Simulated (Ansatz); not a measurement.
Predicting a hybrid from its neighbours: C2H6

C2H6 has 8 atoms, charge 0, and is taken as a singlet. SMILES: `CC`. The coordinates come from a PBE0-D4/def2-TZVP relaxation.

The vertical ionisation energy (to the doublet cation) y, in eV, basis def2-SVPD; a is the functional's share of exact exchange. Programs: Ansatz 0.2.0.

```
functional  program     a  y (eV)
    revPBE   Ansatz     0   11.87
       PBE   Ansatz     0   11.87
     B3LYP   Ansatz   0.2       ?
   r2SCAN0   Ansatz  0.25   12.29
      PBE0   Ansatz  0.25   12.21
     BHLYP   Ansatz   0.5   12.48
```

Fit y = c + s·a to the known rows and predict B3LYP.


1. Means of the 5 rows: a = 0.2000, y = 12.144.
2. Σ(Δa)² = 0.175, Σ(Δa·Δy) = 0.221, so the slope is 0.221/0.175 = 1.2629.
3. Intercept: 12.144 − (1.2629) × 0.2000 = 11.891. The largest residual of the fit is 0.083.
4. B3LYP: 11.891 + (1.2629) × 0.2 = 12.14 eV.

The run gave 12.24 eV, so the prediction is off by -0.10 eV, about the scatter of the fit.
